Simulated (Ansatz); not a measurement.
# CH2AlN (SMILES N#[C][AlH2]) at RPA@PBE/aug-cc-pVDZ

Aim: the vertical ionisation energy of CH2AlN at RPA@PBE/aug-cc-pVDZ, from 2 runs. 

The calculation is run with Ansatz 0.2.0.

69 further runs of the same task are left out: 69 set aside as unsound or not needed.

### 1 The system as given

CH2AlN: 5 atoms, total charge 0, spin state singlet. As SMILES, `N#[C][AlH2]`. The coordinates come from a PBE0-D4/def2-TZVP relaxation.

Bond lengths: N1–C2 1.154 Å, C2–Al3 1.938 Å, Al3–H4 1.573 Å, Al3–H5 1.572 Å. Angles: N1–C2–Al3 180.0°, C2–Al3–H4 117.0°, C2–Al3–H5 117.0°, H4–Al3–H5 126.1°.

### 2 A single-point energy at RPA@PBE/aug-cc-pVDZ

Input file molecule.yaml:

```yaml
crystal:
  periodic: [false, false, false]
  atoms:
    - symbol: N
      position_ang: [1.382300, -1.346000, 1.394200]
    - symbol: C
      position_ang: [0.714200, -0.698000, 0.711800]
    - symbol: Al
      position_ang: [-0.407200, 0.390000, -0.434600]
    - symbol: H
      position_ang: [-1.629700, -0.322900, -1.120200]
    - symbol: H
      position_ang: [-0.009700, 1.903200, -0.592600]
basis:
  gaussian:
    orbitals: aug-cc-pVDZ
correlation:
  method: rpa
  frozen_orbitals: {Al: 5, C: 1, H: 0, "N": 1}
accuracy: high
hamiltonian:
  xc: {name: PBE}
```

Launch:

```
$ ansatz run molecule.yaml --threads 1 --pin off --max-ram 3480MiB --events-out events.jsonl --progress --plain --runs-dir runs
```

What it wrote:

```text
Warning: RAYON_NUM_THREADS=1 ignored (pool sized by the plan → 1); use --threads N
Functional definition: PBE
  name "PBE"
  parameter kappa = 0.804
  parameter beta = 0.06672455060314922
  exchange = pbe_x(kappa = kappa, mu = beta*pi^2/3)
  correlation = pbe_c(beta = beta)
1733 factors; integrals over basis functions are off by at most 3.3e-9 eV
mean field evaluation 1: about -9143.1050 eV, gradient 4.6e1 eV
mean field evaluation 2: about -9143.0961 eV, gradient 4.6e1 eV
mean field evaluation 4: about -9146.7014 eV, gradient 3.0e1 eV
mean field evaluation 8: about -9148.8711 eV, gradient 9.8e-2 eV
mean field evaluation 16: about -9148.8704 eV, gradient 1.8e-6 eV
mean field -9148.87043040 eV, -336.2147869901 hartree, gradient 3.2e-8 eV, S^2 0.000000; 0 other end points of the search recorded, 0 dependent functions left out
7 core orbitals not correlated: weight in the atoms' cores, before any rotation towards them, 1.000 or more for the frozen orbitals, at most 0.000 for the correlated occupied ones
reference -9126.15524727 eV, -335.3800194071 hartree; 7, 7 occupied and 77, 77 virtual orbitals, 1733 factors
Total energy: -9141.86087767 eV, -335.9571906784 hartree
```

It took 6.9 s on 1 thread of Arm Neoverse V2, shared host; peak memory 0.28 GiB.

### 3 The doublet cation

Input file run.yaml:

```yaml
crystal:
  periodic: [false, false, false]
  atoms:
    - {symbol: "N", position_ang: [1.382300, -1.346000, 1.394200]}
    - {symbol: C, position_ang: [0.714200, -0.698000, 0.711800]}
    - {symbol: Al, position_ang: [-0.407200, 0.390000, -0.434600]}
    - {symbol: H, position_ang: [-1.629700, -0.322900, -1.120200]}
    - {symbol: H, position_ang: [-0.009700, 1.903200, -0.592600]}
basis:
  gaussian: {orbitals: aug-cc-pVDZ}
total_charge: 1
magnetization: {spin_polarized: true, initial_magnetization: 1}
hamiltonian: {xc: {name: PBE}}
correlation: {method: rpa, frozen_orbitals: {Al: 5, C: 1, H: 0, "N": 1}}
accuracy: high
```

Launch:

```
$ ansatz run run.yaml --threads 1 --pin off --max-ram 3480MiB --events-out events.jsonl --progress --plain --runs-dir runs
```

What it wrote, cut to the lines that bear on the results:

```text
Warning: RAYON_NUM_THREADS=1 ignored (pool sized by the plan → 1); use --threads N
[... 2 set-up lines as earlier in the session ...]
[...]
1732 factors; integrals over basis functions are off by at most 3.3e-9 eV
[...]
mean field -9137.73749912 eV, -335.8056593116 hartree, gradient 7.2e-8 eV, S^2 0.756503; 7 other end points of the search recorded, 0 dependent functions left out
7 core orbitals not correlated: weight in the atoms' cores, before any rotation towards them, 1.000 or more for the frozen orbitals, at most 0.000 for the correlated occupied ones
reference -9114.47126540 eV, -334.9506409928 hartree; 7, 6 occupied and 77, 78 virtual orbitals, 1732 factors
Total energy: -9130.44643726 eV, -335.5377177303 hartree
```

Run time: 24 s. Hardware: 1 thread of Arm Neoverse V2, shared host; peak memory 0.36 GiB.

### 4 Summary of results

Level: RPA@PBE/aug-cc-pVDZ, 7 core orbitals frozen.

| quantity | value |
| --- | --- |
| singlet CH2AlN: total energy | -335.95719 Eh |
| singlet CH2AlN: RPA correlation energy (valence) | -577.2 mEh |
| doublet cation: total energy | -335.53772 Eh |
| doublet cation: RPA correlation energy (valence) | -587.1 mEh |
| doublet cation: ⟨S²⟩ of the reference determinant | 0.757 |
| vertical ionisation energy (to the doublet cation) | 11.414 eV |

The vertical ionisation energy comes to 11.41 eV (1101 kJ/mol).
